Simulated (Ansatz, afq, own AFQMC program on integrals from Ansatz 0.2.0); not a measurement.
**Where AFQMC and coupled cluster stand for O, triplet**

A free O atom.

Basis aug-cc-pVTZ. Noble-gas cores (and the filled d shells of Ga–Kr and In–Xe) are frozen. Integrals, coupled cluster, full CI and functionals: Ansatz 0.2.0; the random walks run on the same integrals in our own AFQMC program. ph-AFQMC/CISD is guided by a CISD state made of CCSD amplitudes; releasing the constraint for a short imaginary time cuts its bias at the price of noise, slowly where states lie close. Free AFQMC starts from the CCSD state and is never constrained. Its projection time is finite, and what remains of the start isn't in its error. Uncertainties: one standard error, sampling alone.

Determinant: UHF, the one that the program's search chose, which needn't be the lowest solution.

Full CI is exact in this basis; its frozen core comes from its own orbitals, which moves totals by up to a few meV.

Cautions: full CI with its own frozen core.

```
T1 diagnostic                               : 0.0077
weight of the determinant in the CISD state : 0.962
⟨S²⟩ of the determinant                     : 2.009
size of the correlated space                : 6 electrons in 45 orbitals
```

Reference: full CI, correlation energy -4.524 eV. The released energy is read at 2.40 1/Eh (meV from the phaseless value at times in 1/Eh: -1.9 ± 0.9 at 0.24, -1.4 ± 0.8 at 0.51, -10 ± 3 at 0.99, -4.9 ± 1.4 at 1.62, -6.8 ± 1.8 at 2.40).

```tsv
level	E − E(reference) (kJ/mol)	share of correlation (%)
HF	436.5	0.00
MP2	52.4	88.00
CCSD	9.8	97.77
CCSD(T)	0.7	99.83
CCSDT	-0.2	100.04
CCSDT(Q)	-0.4	100.08
ph-AFQMC/HF	9.3 ± 1.5	97.88
ph-AFQMC/CISD	0.2 ± 0.1	99.95
released AFQMC	-0.4 ± 0.2	100.10
free AFQMC	-0.6 ± 0.2	100.15
```

CCSDT and higher add their correlation energy to the determinant of the CCSD(T) run, since their own runs factorise the integrals more tightly (a shift of under 2 meV). Free projections are given only where their last times agree within the noise and don't stop above the reference; a slow remainder of the start can still hide under it. A walk keeps the symmetry of its determinant, which the program's search chose and which needn't be the lowest solution, so a lower state of the same spin and another symmetry isn't excluded. Released energies are given only where the last usable release times agree within the noise; a slower fall can still hide under it.
